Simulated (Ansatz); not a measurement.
A run of Ansatz (development build ahead of 0.2.0) on singlet CHF at this shape:

```xyz
3

H     0.0000    0.2006   -1.0177
C     0.0000   -0.5300   -0.0446
F     0.0000    0.3295    1.0623
```

Its results:

```
Converged          : yes
Reference energy   : -137.62724 hartree
Correlation energy : -0.32958 hartree
Total energy       : -137.95682 hartree
Stability test     : minimum among restricted orbitals
```

**Question.** Which input gives this output? Name the method, the orbitals and the basis set, and write the input.

**Answer.** RHF-CCSD(T) in def2-SVP. An unrestricted run that stays on the closed shell gives the same numbers.

```yaml
crystal:
  periodic: [false, false, false]
  atoms:
    - { symbol: H, position_ang: [0.0, 0.20055, -1.01774] }
    - { symbol: C, position_ang: [0.0, -0.53001, -0.04456] }
    - { symbol: F, position_ang: [0.0, 0.32946, 1.0623] }
basis:
  gaussian: { orbitals: def2-SVP }
hamiltonian:
  xc: hf
correlation:
  method: ccsd_t
  frozen_orbitals: { C: 1, F: 1, H: 0 }
```
